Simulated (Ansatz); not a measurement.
Species: CHCl₂, charge 0, doublet. CHCl2 (SMILES Cl[CH]Cl, doublet).
B3LYP-D3(BJ)/def2-TZVP minimum from Ansatz (a program for electronic structure):
```
C
H 1 1.0785
Cl 1 1.7039 2 117.35
Cl 1 1.7039 2 117.35 3 153.21
```
Charge 0, spin multiplicity 2.

Property: atomisation energy (electronic, to ground-state atoms), in kJ/mol. Radicals and triplets start from unrestricted determinants; spin-orbit coupling is neglected. CBS(X,Y): correlation extrapolated as X^-3, Hartree-Fock from the larger set (Q,5: extrapolated as (X+1)exp(-9√X)). A bracket is a step between two methods taken in the basis named. Functionals run without relativity, which enters their misses. Double hybrids freeze cores in their MP2 part. '+ core + X2C': CCSD(T) terms for core correlation (cc-pwCVTZ, 1s frozen past Ne) and scalar relativity (cc-pVTZ-DK). For partners of very few electrons the exact lower level stands in for a higher one.

CCSD(T)/CBS(cc-pV(Q+d)Z,cc-pV(5+d)Z) + [CCSDT(Q) - CCSD(T)]/cc-pV(D+d)Z + core + X2C (Ansatz) gives 1126.4 kJ/mol.

What does PBE/def2-TZVPD (Ansatz) give here, and how do the other levels compare?

PBE gives 1187.3 kJ/mol, 60.9 kJ/mol above it. Differences of the others: r2SCAN/def2-TZVPD (Ansatz) 27.7; PBE0/def2-TZVPD (Ansatz) 24.3; wB97M-V/def2-TZVPD (Ansatz) 3.6; B2PLYP/def2-TZVPD (Ansatz) -23.6; CCSD(T)/CBS(cc-pV(Q+d)Z,cc-pV(5+d)Z) + core + X2C (Ansatz) -1.9 kJ/mol. Nearer than PBE: r2SCAN/def2-TZVPD, PBE0/def2-TZVPD, wB97M-V/def2-TZVPD, B2PLYP/def2-TZVPD, CCSD(T)/CBS(cc-pV(Q+d)Z,cc-pV(5+d)Z) + core + X2C.
